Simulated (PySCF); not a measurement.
A search over the determinants of SiB⁺

Unrestricted PBE0; Si def2-TZVPPD, B def2-TZVPPD; no relativity (PySCF 2.14). Outer shells of the fragments: Si+ 3s2 3p1; B 2s2 2p1.

Followed along the bond (rough minima from three points):

| 2Ms+1 | unpaired | ⟨S²⟩ at the start | R at minimum (Å) | Te (eV) |
| --- | --- | --- | --- | --- |
| 3 | σ ↑, π ↑ | 2.01 | 2.10 | 0.00 |
| 3 | π ↑↑ | 2.11 | 1.91 | 0.13 |
| 1 | σ ↓, π ↑ | 1.02 | 2.12 | 0.17 |
| 1 | π ↑↓ | 1.01 | 1.93 | 0.40 |
| 1 | none | 0.23 | 1.96 | 1.25 |

Solutions found at the starting distance of 2.030 Å, counted from the lowest of them; the search is not exhaustive and high or unbound solutions are not listed, so other states can lie among these:

| 2Ms+1 | unpaired | term | E (eV) | ⟨S²⟩ | ⟨Lz²⟩ | μ (D) |
| --- | --- | --- | --- | --- | --- | --- |
| 3 | σ ↑, π ↑ | ³Π | 0.00 | 2.01 | 1.01 | 0.58 |
| 1 | σ ↓, π ↑ | mixed | 0.17 | 1.02 | 1.01 | 0.57 |
| 3 | π ↑↑ | ³Σ⁻ | 0.21 | 2.11 | 0.00 | 0.76 |
| 1 | π ↑↓ | mixed | 0.45 | 1.01 | 2.02 | 0.77 |
| 1 | none | mixed | 1.24 | 0.23 | 2.00 | 0.80 |
| 1 | none | ¹Σ⁺ | 1.81 | 0.00 | 0.00 | -1.93 |

A term symbol is given only where ⟨S²⟩ and ⟨Lz²⟩ are close to those of a pure state; real π, δ and φ orbitals otherwise mix terms. A positive dipole points towards B; it is taken about the centre of mass and depends on that origin.

Q: Compare the gap between the two lowest followed solutions at the starting distance with the gap between their minima.

A: At PBE0 the second solution (triplet, unpaired electrons π ↑↑) lies +0.21 eV from the first (triplet, unpaired electrons σ ↑, π ↑) at 2.030 Å and +0.13 eV at the minima; the two curves relax by different amounts, since their minima lie near 1.91 and 2.10 Å.
